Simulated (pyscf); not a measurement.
Optimised with ωB97X-D3(BJ)/def2-SVP in PySCF.

Question: How much does it cost (ΔH, 298 K, ωB97M-D3(BJ)/def2-TZVP) to split `[CH3][Si]([CH3])([CH3])[OH]` at its C–Si bond into CH₃• + H₃C–Si•(CH₃)–OH?

Answer: C–Si to CH₃• + H₃C–Si•(CH₃)–OH: 95.2 kcal/mol. The 7 functionals that were run give +85.7 (r²SCAN) to +95.2 kcal/mol (ωB97X-D3(BJ)). Other isomers of H₃C–Si•(CH₃)–OH were not searched in full and may lie lower.
